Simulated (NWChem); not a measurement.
Species: CH6Si; SMILES [SiH3]C

Computed with NWChem. The level has its own optimisation; frequencies are unscaled.

Q: What does the run give for CAM-B3LYP/def2-SVP? Quantities: r C–Si (Å); r H–Si (Å); r C–H (Å); highest harmonic frequency (cm⁻¹); lowest (cm⁻¹); zero-point energy (kcal/mol).

A: 
* **r C–Si (Å)**: 1.879
* **r H–Si (Å)**: 1.490
* **r C–H (Å)**: 1.100
* **highest harmonic frequency (cm⁻¹)**: 3156
* **lowest (cm⁻¹)**: 244
* **zero-point energy (kcal/mol)**: 38.6
